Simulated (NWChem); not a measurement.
# triplet BNH6 at 5 levels

Aim: a comparison of 5 runs (U-wB97X/def2-TZVP, UB2PLYP/def2-TZVP, UBHLYP/def2-TZVP, UCAM-B3LYP/def2-TZVP, UM06-2X/def2-TZVP) of triplet BNH6. 

Program for the calculation: NWChem 7.3.0.

## (1) The structure to begin with

BNH6 has 8 atoms, charge 0, and is taken as a triplet. SMILES of the parent species: `[BH3-][NH3+]`. The shape is that of a PBE0-D4/def2-TZVP optimisation. That shape belongs to the parent species and isn't relaxed for this state.

Bond lengths: B1–N2 1.639 Å, B1–H3 1.212 Å, B1–H4 1.212 Å, B1–H5 1.212 Å, N2–H6 1.015 Å, N2–H7 1.015 Å, N2–H8 1.015 Å. Some angles: B1–N2–H6 110.9°, B1–N2–H7 110.9°, B1–N2–H8 110.9°, N2–B1–H3 105.3°, N2–B1–H4 105.3°, N2–B1–H5 105.3°, H6–N2–H7 108.0°, H6–N2–H8 108.0°, H7–N2–H8 108.0°, H3–B1–H4 113.3°.

## (2) The energy at U-wB97X/def2-TZVP (run 1)

mymol.xyz reads:

```xyz
8
BH6N
B     -0.191300     0.250800    -0.775400
N      0.206500    -0.255100     0.731700
H     -0.078200    -0.728400    -1.481000
H     -1.332600     0.649700    -0.687200
H      0.604400     1.126600    -1.038400
H      0.140800     0.507000     1.398700
H      1.156600    -0.611300     0.755300
H     -0.414000    -0.996500     1.040500
```

run.py reads:

```python
from ase.io import read
from ase.calculators.nwchem import NWChem

system = read('mymol.xyz')

calc = NWChem(
    label='mymol',
    theory='dft',
    memory='2200 mb',
    basis='def2-TZVP',
    basispar='spherical bse',
    dft={'xc': 'wb97x', 'mult': '3', 'grid': 'fine', 'convergence': 'energy 1e-08', 'iterations': '100', 'mulliken': None},
    task='energy',
)
system.calc = calc

print(f"energy = {system.get_potential_energy():.6f} eV")
```

The run is started by

```console
$ export ASE_NWCHEM_COMMAND="nwchem PREFIX.nwi > PREFIX.nwo"
$ python run.py
```

What it wrote:

```text
energy = -2257.056055 eV
```

The calculator wrote mymol.nwi:

```
title "mymol"

permanent_dir mymol

scratch_dir mymol

start mymol

geometry units angstrom nocenter noautosym noautoz
  B  -1.9130000000000000e-01 2.5080000000000002e-01 -7.7539999999999998e-01
  N  2.0649999999999999e-01 -2.5509999999999999e-01 7.3170000000000002e-01
  H  -7.8200000000000006e-02 -7.2840000000000005e-01 -1.4810000000000001e+00
  H  -1.3326000000000000e+00 6.4970000000000006e-01 -6.8720000000000003e-01
  H  6.0440000000000005e-01 1.1266000000000000e+00 -1.0384000000000000e+00
  H  1.4080000000000001e-01 5.0700000000000001e-01 1.3987000000000001e+00
  H  1.1566000000000001e+00 -6.1129999999999995e-01 7.5529999999999997e-01
  H  -4.1399999999999998e-01 -9.9650000000000005e-01 1.0405000000000000e+00
end

memory 2200 mb

basis spherical bse noprint
   * library def2-TZVP
end

dft
  xc wb97x
  mult 3
  grid fine
  convergence energy 1e-08
  iterations 100
  mulliken
end

task dft energy
```

mymol.nwo:

```text
Northwest Computational Chemistry Package (NWChem) 7.3.0
             --------------------------------------------------------

           Job information
           ---------------

    nwchem branch   = 7.3.0
    use scalapack   = T
    input           = mymol.nwi
    prefix          = mymol.
    data base       = mymol/mymol.db
    status          = startup
    nproc           =        1

           Memory information
           ------------------

    heap     =     72089600 doubles =      550.0 Mbytes
    stack    =     72089597 doubles =      550.0 Mbytes
    global   =    144179200 doubles =     1100.0 Mbytes (distinct from heap & stack)
    total    =    288358397 doubles =     2200.0 Mbytes
    verify   = yes
    hardfail = no

           Directory information
           ---------------------

  0 permanent = mymol
  0 scratch   = mymol

                                NWChem Input Module
                                -------------------

                                       mymol
                                       -----

[... 25 lines left out ...]
            Nuclear Dipole moment (a.u.)
[... 70 lines left out ...]
  convergence criterion.
[... 17 lines left out ...]
          Convergence on density requested:  1.00D-05
[... 28 lines left out ...]
          Spatial weights used:  Erf1
[... 3 lines left out ...]
          Convergence aids based upon iterative change in
[... 82 lines left out ...]
         Total DFT energy =      -82.945280796763
[... 1 line left out ...]
           Coulomb energy =       79.515037540798
[... 1 line left out ...]
 Nuclear repulsion energy =       40.754565734962
[... 697 lines left out ...]
                     DFT Final Beta Molecular Orbital Analysis
[... 778 lines left out ...]
   alpha     91     92     93     94     95     96     97     98
    beta     91     92     93     94     95     96     97     98
 overlap   1.000  1.000  1.000  1.000  1.000  1.000  1.000  1.000

     --------------------------
     Expectation value of S2:
     --------------------------
      <S2> =      2.0071 (Exact =     2.0000)

 center of mass
 --------------
 x =   0.05251650 y =  -0.05258992 z =   0.10326381

 moments of inertia (a.u.)
 ------------------
          96.025662798300           5.697960736780         -16.975346173724
           5.697960736780          93.259975439846          21.586756865855
         -16.975346173724          21.586756865855          36.197818846943

     Multipole analysis of the density
     ---------------------------------

     L   x y z        total         alpha         beta         nuclear
     -   - - -        -----         -----         ----         -------
     0   0 0 0      0.000000    -10.000000     -8.000000     18.000000

     1   1 0 0     -0.311158     -0.360606     -1.020137      1.069585
[... 8 lines of this table left out ...]
     2   0 0 2    -13.673953    -37.905384    -26.146571     50.378002

 Task  times  cpu:       82.9s     wall:       82.9s
 Total times  cpu:       82.9s     wall:       82.9s
```

Wall time 84 s (1 thread of AMD EPYC 9R45 (Zen 5), shared host); peak memory 0.12 GiB.

## (3) The energy at UB2PLYP/def2-TZVP (run 2)

calc.nw reads:

```
start calc
title "BH6N energy"
memory stack 880 mb heap 220 mb global 1100 mb

geometry noautosym nocenter noautoz
 B       -0.191300       0.250800      -0.775400
 N        0.206500      -0.255100       0.731700
 H       -0.078200      -0.728400      -1.481000
 H       -1.332600       0.649700      -0.687200
 H        0.604400       1.126600      -1.038400
 H        0.140800       0.507000       1.398700
 H        1.156600      -0.611300       0.755300
 H       -0.414000      -0.996500       1.040500
end

basis "ao basis" spherical bse
 * library def2-TZVP
end

dft
 xc hfexch 0.53 becke88 0.47 lyp 0.73 mp2 0.27
 dftmp2 semidirect
 mult 3
 grid fine
 convergence energy 1e-08
 maxiter 100
 mulliken
 print medium
end

mp2
 freeze core 2
end

task dft energy
```

The run is started by

```console
$ nwchem calc.nw > calc.out
```

What it wrote:

```text
[...]
          Wavefunction type:  spin polarized.
          No. of atoms     :     8
          No. of electrons :    18
[...]
          Charge           :     0
          Spin multiplicity:     3
[...]
          AO basis - number of functions:    98
[...]
              XC Information
              --------------
                     Hartree-Fock (Exact) Exchange  0.530
                    Becke 1988 Exchange Functional  0.470
              Lee-Yang-Parr Correlation Functional  0.730
[...]
 d= 0,ls=0.0,diis     1    -82.7440520103 -1.23D+02  6.22D-03  6.92D-02     1.5
[...]
 d= 0,ls=0.0,diis    26    -82.7838516275 -9.99D-09  1.68D-06  4.35D-10    35.8
[...]
         Total DFT energy =      -82.783851627487
      One electron energy =     -190.112408276064
           Coulomb energy =       79.453966248936
    Exchange-Corr. energy =      -12.879975335321
 Nuclear repulsion energy =       40.754565734962
[...]
      Total Density - Mulliken Population Analysis
     ---------------------------------------------
    Atom       Charge   Shell Charges
 -----------   ------   -------------------------------------------------------
    1 B    5     5.83   0.91  1.06  0.51  0.51  0.43  0.98  0.92  0.42  0.04  0.02  0.01
    2 N    7     6.71   0.82  1.15  0.59  0.81 -0.56  1.54  1.69  0.63  0.01  0.02  0.00
    3 H    1     0.78   0.22  0.45  0.10  0.01
    4 H    1     0.78   0.22  0.45  0.10  0.01
    5 H    1     0.94   0.26  0.50  0.17  0.01
    6 H    1     0.98   0.26  0.37  0.31  0.04
    7 H    1     0.98   0.26  0.37  0.31  0.04
    8 H    1     1.00   0.26  0.37  0.33  0.04
[...]
      <S2> =      2.0135 (Exact =     2.0000)
[...]
  Basis functions       =     98
[...]
```

Wall time 39 s (1 thread of AMD EPYC 9R45 (Zen 5), shared host); peak memory 0.24 GiB.

Runs 3 to 4 aren't shown in full; the table further down has their settings and results.

## (4) A single-point energy at UM06-2X/def2-TZVP (run 5)

job.xyz reads:

```xyz
8
BH6N
B     -0.191300     0.250800    -0.775400
N      0.206500    -0.255100     0.731700
H     -0.078200    -0.728400    -1.481000
H     -1.332600     0.649700    -0.687200
H      0.604400     1.126600    -1.038400
H      0.140800     0.507000     1.398700
H      1.156600    -0.611300     0.755300
H     -0.414000    -0.996500     1.040500
```

job.nw reads:

```
start job
title "BH6N"
memory stack 880 mb heap 220 mb global 1100 mb

geometry units angstroms noautosym nocenter noautoz
  load format xyz job.xyz
end

basis "ao basis" spherical bse
  * library def2-TZVP
end

dft
  xc m06-2x
  mult 3
  grid fine
  convergence energy 1e-08
  iterations 100
  mulliken
end

task dft energy
```

The run is started by

```console
$ nwchem job.nw > job.out
```

What it wrote:

```text
[...]
          Wavefunction type:  spin polarized.
          No. of atoms     :     8
          No. of electrons :    18
[...]
          Charge           :     0
          Spin multiplicity:     3
[...]
          AO basis - number of functions:    98
[...]
              XC Information
              --------------
                       M06-2X Method XC Functional
                     Hartree-Fock (Exact) Exchange  0.540
                        M06-2X Exchange Functional  1.000
                      M06-2X Correlation Potential  1.000
[...]
 d= 0,ls=0.0,diis     1    -82.9005073680 -1.24D+02  1.07D-02  6.74D-02     1.9
[...]
 d= 0,ls=0.0,diis    22    -82.9354327080  4.90D-10  2.43D-06  2.78D-10    38.0
[...]
         Total DFT energy =      -82.935432707956
      One electron energy =     -190.084929102417
           Coulomb energy =       79.408668295739
    Exchange-Corr. energy =      -13.013737636241
 Nuclear repulsion energy =       40.754565734962
[...]
      Total Density - Mulliken Population Analysis
     ---------------------------------------------
    Atom       Charge   Shell Charges
 -----------   ------   -------------------------------------------------------
    1 B    5     5.97   0.91  1.06  0.52  0.52  0.52  1.00  0.94  0.44  0.04  0.03  0.01
    2 N    7     6.85   0.82  1.15  0.59  0.81 -0.48  1.55  1.71  0.67  0.01  0.02  0.00
    3 H    1     0.75   0.23  0.42  0.09  0.01
    4 H    1     0.75   0.23  0.42  0.09  0.01
    5 H    1     0.89   0.26  0.47  0.14  0.01
    6 H    1     0.92   0.26  0.33  0.30  0.03
    7 H    1     0.92   0.26  0.33  0.30  0.03
    8 H    1     0.94   0.26  0.33  0.32  0.04
[...]
      <S2> =      2.0066 (Exact =     2.0000)
[...]
```

Run time: 39 s. Hardware: 1 thread of AMD EPYC 9R45 (Zen 5), shared host; peak memory 0.12 GiB.

## (5) All runs side by side

| run | level | frozen core orbitals | energy (Eh) | dipole moment (D) | HOMO energy (eV) | ⟨S²⟩ | wall time |
| --- | --- | --- | --- | --- | --- | --- | --- |
| 1 | U-wB97X/def2-TZVP | – | -82.945281 | 1.39 | -3.17 | 2.007 | 84 s |
| 2 | UB2PLYP/def2-TZVP | 2 | -82.898595 | 1.48 | -2.17 | 2.014 | 39 s |
| 3 | UBHLYP/def2-TZVP | – | -82.928694 | 1.45 | -2.21 | 2.012 | 34 s |
| 4 | UCAM-B3LYP/def2-TZVP | – | -82.937418 | 1.41 | -2.67 | 2.008 | 84 s |
| 5 | UM06-2X/def2-TZVP | – | -82.935433 | 1.40 | -2.59 | 2.007 | 39 s |

## (6) Results

```
                                 quantity         value
                      run 5: total energy  -82.93543 Eh
                     run 5: dipole moment        1.40 D
run 5: HOMO energy (highest over α and β)      -2.59 eV
                              run 5: ⟨S²⟩         2.007
```

What this shows: The dipole moment (its size) runs from 1.39 D (U-wB97X/def2-TZVP) to 1.48 D (UB2PLYP/def2-TZVP). A double hybrid's value is that of its SCF part. Totals of different functionals can't be ranked against each other. All runs together took 4.7 min, the longest 84 s.
